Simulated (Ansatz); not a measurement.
A structure relaxed at PBE-D4/def2-TZVP in Ansatz, charge 0, singlet:

```xyz
6

Si    0.360    0.734    0.716
Si   -0.360   -0.734   -0.716
H    -0.287   -0.410   -2.172
H     0.287    0.410    2.172
H    -1.574   -1.533   -0.374
H     1.574    1.534    0.374
```

Question: Give its formula and point group.

Answer: Si2H4 (the lowest singlet isomer of a short search). Point group C2h (tolerance 0.1 Å).

Question: Summarise the bond lengths by kind (pairs closer than 1.2 times the sum of covalent radii, bridged metal pairs left out).

Answer: 1 × Si–Si 2.17 Å; 4 × H–Si 1.49 Å.

The structure comes from a short search, and lower isomers may exist.
